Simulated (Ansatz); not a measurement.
C$_{2}$H$_{3}$ClF$_{2}$O, SMILES `COC(F)(F)Cl`, relaxed with RKS PBE-D4/def2-SVP in Ansatz from a rough embedded geometry. The force threshold is 0.03 eV/Å; the program also tests the step.

Total charge 0; spin multiplicity 1.

Start:

```xyz
9

C    -0.374    1.191    0.253
O     0.020   -0.085    0.832
C     0.373   -1.070   -0.161
F     1.299   -0.606   -0.882
F    -0.723   -1.233   -0.976
Cl    0.776   -2.593    0.640
H     0.471    1.547   -0.348
H    -0.622    1.848    1.015
H    -1.219    1.001   -0.373
```

| step | energy (eV) | largest force (eV/Å) | largest move (Å) |
| --- | --- | --- | --- |
| 1 | -22099.6260 | 4.771 | 0.000 |
| 2 | -22100.0199 | 2.452 | 0.076 |
| 3 | -22100.1263 | 0.473 | 0.046 |
| 4 | -22100.1327 | 0.097 | 0.012 |
| 5 | -22100.1328 | 0.029 | 0.007 |

End:

```xyz
9

C    -0.368    1.168    0.239
O     0.013   -0.112    0.771
C     0.328   -1.045   -0.149
F     1.368   -0.658   -0.938
F    -0.707   -1.300   -0.996
Cl    0.768   -2.545    0.708
H     0.461    1.613   -0.348
H    -0.592    1.803    1.113
H    -1.270    1.075   -0.400
```

Run time 7 s (4 threads of an Arm Neoverse V1 on a shared host); peak host memory 0.15 GiB.
